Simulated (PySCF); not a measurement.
The numbers are results of B3LYP-D3(BJ)/def2-TZVP (PySCF 2.14.0), not measurements. Isolated molecules, 0 K electronic values unless said otherwise. One relaxed conformer stands for a flexible species; it need not be the lowest. B3LYP has the VWN-RPA correlation part, as in Gaussian. Delta-SCF ions had no search for a lower state. Excitations are Tamm–Dancoff values on a coarser integration grid. The basis has no diffuse functions, so Rydberg states are missing or too high.

Reference species (SMILES): `C(C)=C` (neutral, multiplicity 1).

brightest of the four lowest singlets (TDA): 7.97 eV
HOMO: -7.15 eV
vertical ionisation energy (Delta-SCF): 9.78 eV
T1 excitation (TDA): 4.49 eV

Changed species: `[C-]#[N+]CC=C` (X = isocyano; the reference has X = H).

What does the change do to the brightest of the four lowest singlets (TDA), HOMO, vertical ionisation energy (Delta-SCF) and T1 excitation (TDA)?

the brightest of the four lowest singlets (TDA) drops by 0.52 eV, to 7.45 eV; the HOMO drops by 0.89 eV, to -8.04 eV; the vertical ionisation energy (Delta-SCF) rises by 0.53 eV, to 10.31 eV; the T1 excitation (TDA) rises by 0.03 eV, to 4.52 eV.
